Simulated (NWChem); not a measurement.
System: chlorine (Cl$_{2}$); SMILES ClCl

Input file for NWChem:

```
start job
memory heap 200 mb stack 900 mb global 1100 mb
geometry units angstroms noautosym nocenter noautoz
  Cl     0.000000     0.000000     1.021525
  Cl     0.000000     0.000000    -1.021525
end
basis spherical
  * library 3-21g
end
dft
  xc xpbe96 cpbe96
  iterations 150
end
tddft
  cis
  nroots 6
  notriplet
end
task tddft energy
```

STO-3G and 3-21G are far too small for this property and stand as cheap habits. Structure relaxed at the B3LYP/6-31G* (spherical d) level.

Vertical excitations in the gas phase.

Task: What results follow from this input? (PBE/3-21G, TDA.) Quantities: basis functions; lowest excitation, singlet (eV); oscillator strength of that lowest state; orbital gap (eV).

Result: 
```yaml
number_of_basis_functions: 26
lowest excitation, singlet (eV): 3.11
oscillator_strength_of_that_lowest_state: 0.000
orbital gap (eV): 2.56
```
